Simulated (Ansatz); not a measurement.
C4H8N2 (`C#CC(C)(N)N`) at its PBE0-D4/def2-TZVP geometry, where that method's forces vanish. Total charge 0; spin multiplicity 1.

```json
{"atom": "C1", "x (Å)": "1.5656", "y (Å)": "-1.9440", "z (Å)": "0.1355"}
{"atom": "C2", "x (Å)": "0.8837", "y (Å)": "-0.9559", "z (Å)": "0.1121"}
{"atom": "C3", "x (Å)": "0.0069", "y (Å)": "0.2324", "z (Å)": "0.1045"}
{"atom": "C4", "x (Å)": "-1.1913", "y (Å)": "-0.0452", "z (Å)": "-0.8063"}
{"atom": "N5", "x (Å)": "-0.4986", "y (Å)": "0.5670", "z (Å)": "1.4275"}
{"atom": "N6", "x (Å)": "0.8106", "y (Å)": "1.3744", "z (Å)": "-0.3055"}
{"atom": "H7", "x (Å)": "2.1779", "y (Å)": "-2.8141", "z (Å)": "0.1624"}
{"atom": "H8", "x (Å)": "-1.7691", "y (Å)": "-0.9024", "z (Å)": "-0.4521"}
{"atom": "H9", "x (Å)": "-0.8539", "y (Å)": "-0.2601", "z (Å)": "-1.8213"}
{"atom": "H10", "x (Å)": "-1.8380", "y (Å)": "0.8346", "z (Å)": "-0.8149"}
{"atom": "H11", "x (Å)": "-1.0310", "y (Å)": "-0.2061", "z (Å)": "1.8071"}
{"atom": "H12", "x (Å)": "0.2886", "y (Å)": "0.7361", "z (Å)": "2.0433"}
{"atom": "H13", "x (Å)": "1.2444", "y (Å)": "1.2003", "z (Å)": "-1.2032"}
{"atom": "H14", "x (Å)": "0.2042", "y (Å)": "2.1828", "z (Å)": "-0.3892"}
```

Q: For each bond, give half the difference of the two atoms' forces along it (eV/Å; positive pushes the atoms apart) under PBE-D4, r2SCAN-D4, B3LYP-D4, ωB97M-V in def2-TZVPP. (Estimate.)

A: Computed: 
| bond | length (Å) | PBE-D4 | r2SCAN-D4 | B3LYP-D4 | ωB97M-V |
| --- | --- | --- | --- | --- | --- |
| C1–C2 | 1.201 | 0.98 | 0.35 | -0.09 | -0.34 |
| C1–H7 | 1.064 | -0.38 | -0.24 | -0.08 | 0.05 |
| C2–C3 | 1.477 | -0.61 | -0.24 | 0.02 | 0.30 |
| C3–C4 | 1.531 | 0.03 | 0.06 | 0.11 | 0.01 |
| C3–N5 | 1.455 | 0.20 | 0.19 | 0.19 | 0.08 |
| C3–N6 | 1.455 | 0.16 | 0.17 | 0.19 | 0.11 |
| C4–H8 | 1.093 | 0.09 | -0.04 | -0.07 | -0.06 |
| C4–H9 | 1.091 | 0.09 | -0.04 | -0.07 | -0.06 |
| C4–H10 | 1.092 | 0.10 | -0.03 | -0.08 | -0.07 |
| N5–H11 | 1.013 | 0.22 | 0.00 | -0.06 | -0.05 |
| N5–H12 | 1.014 | 0.23 | 0.00 | -0.06 | -0.06 |
| N6–H13 | 1.012 | 0.22 | 0.00 | -0.06 | -0.06 |
| N6–H14 | 1.014 | 0.23 | 0.00 | -0.06 | -0.06 |

B3LYP here is the variant with VWN-RPA as its local correlation; programs differ in this.
